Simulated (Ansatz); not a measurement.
# C2H5NO: the cost of one run

Method: the levels named in each step, in Ansatz 0.2.0.

## Step 1: The system as given

Bond lengths: C1–C2 1.513 Å, C2–N3 1.356 Å, C2–O4 1.209 Å, C1–H5 1.088 Å, C1–H6 1.086 Å, C1–H7 1.087 Å, N3–H8 1.007 Å, N3–H9 1.004 Å. Angles: C1–C2–N3 114.7°, C1–C2–O4 123.5°, N3–C2–O4 121.8°, C2–C1–H5 108.6°, C2–C1–H6 112.2°, C2–C1–H7 109.0°, H5–C1–H6 109.5°, H5–C1–H7 107.7°, H6–C1–H7 109.7°, C2–N3–H8 118.5°, C2–N3–H9 123.0°, H8–N3–H9 118.5°.

As a file:

```xyz
9

C    -1.2256   -0.2343   -0.7457
C     0.0079    0.0097    0.0964
N     1.1582    0.1446   -0.6079
O    -0.0110    0.0743    1.3037
H    -1.5934   -1.2377   -0.5410
H    -1.0250   -0.1316   -1.8078
H    -2.0006    0.4680   -0.4493
H     2.0149    0.3012   -0.1033
H     1.1951    0.0890   -1.6092
```

## Step 2: A rough first relaxation, PBE-D4/def2-SVP

Contents of input.yaml:

```yaml
crystal:
  periodic: [false, false, false]
  atoms:
    - { symbol: C, position_ang: [-1.22556, -0.23432, -0.74567] }
    - { symbol: C, position_ang: [0.00788, 0.00969, 0.09645] }
    - { symbol: "N", position_ang: [1.15815, 0.14456, -0.60788] }
    - { symbol: O, position_ang: [-0.01102, 0.07427, 1.3037] }
    - { symbol: H, position_ang: [-1.59335, -1.23766, -0.541] }
    - { symbol: H, position_ang: [-1.02503, -0.1316, -1.80782] }
    - { symbol: H, position_ang: [-2.00065, 0.46802, -0.44926] }
    - { symbol: H, position_ang: [2.01486, 0.30116, -0.10332] }
    - { symbol: H, position_ang: [1.1951, 0.08902, -1.60922] }
basis:
  gaussian: { orbitals: def2-SVP }
hamiltonian:
  xc: pbe
  dispersion: d4
relax:
  f_tol: 0.03
  max_steps: 200
```

Run with:

```console
$ ansatz run input.yaml --threads 4 --pin off --max-ram 10240MiB --backend cpu --events-out ev --progress --plain --runs-dir out
```

Q: Estimate wall time and peak memory on 4 threads of Arm Neoverse N1, shared host.

About 7.9 s, with a peak of 0.12 GiB.
